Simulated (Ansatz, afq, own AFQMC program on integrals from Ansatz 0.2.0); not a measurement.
GeNH3, singlet: AFQMC among the cluster methods

```yaml
atoms:
  - { symbol: Ge, position_ang: [0.0000, 0.0444, 0.3304] }
  - { symbol: N, position_ang: [0.0000, -0.1595, -1.5058] }
  - { symbol: H, position_ang: [0.0000, -1.3184, 1.0907] }
  - { symbol: H, position_ang: [0.8260, 0.1677, -1.9887] }
  - { symbol: H, position_ang: [-0.8260, 0.1677, -1.9887] }
```

Connectivity, by distances: GeH–NH2.

Basis cc-pVDZ. Noble-gas cores (and the filled d shells of Ga–Kr and In–Xe) are frozen. Integrals, coupled cluster, full CI and functionals: Ansatz 0.2.0; the random walks run on the same integrals in our own AFQMC program. ph-AFQMC/CISD is guided by a CISD state made of CCSD amplitudes; releasing the constraint for a short imaginary time cuts its bias at the price of noise, slowly where states lie close. Uncertainties: one standard error, sampling alone. No spin–orbit coupling.

Determinant: RHF, the one that the program's search chose, which needn't be the lowest solution. The geometry is a PBE0/def2-TZVP stationary point of this or a neighbouring charge and spin state.

No full CI on the walks' own integrals is used here; CCSDT(Q) serves as the reference and is uncertain by about the last step of the cluster series.

Cautions: no relativity below Rb; no spin-orbit coupling; inner d shell frozen; restricted determinant unstable towards unrestricted (UHF 194 meV lower, ⟨S²⟩ 0.55).

* T1 diagnostic: 0.0126
* weight of the determinant in the CISD state: 0.873
* size of the correlated space: 12 electrons in 41 orbitals

Reference: CCSDT(Q), correlation energy -7.894 eV. The released energy is read at 2.40 1/Eh (meV from the phaseless value at times in 1/Eh: -6 ± 5 at 0.24, -7 ± 4 at 0.51, -3 ± 3 at 0.99, 2 ± 5 at 1.62, 2 ± 8 at 2.40).

```csv
level,E − E(reference) (kcal/mol),share of correlation (%)
HF,182.04,0.00
MP2,23.99,86.82
CCSD,5.22,97.13
CCSD(T),0.85,99.53
CCSDT,0.41,99.78
ph-AFQMC/CISD,0.06 ± 0.10,99.97
released AFQMC,0.09 ± 0.18,99.95
```

A walk keeps the symmetry of its determinant, which the program's search chose and which needn't be the lowest solution, so a lower state of the same spin and another symmetry isn't excluded. Released energies are given only where the last usable release times agree within the noise; a slower fall can still hide under it.
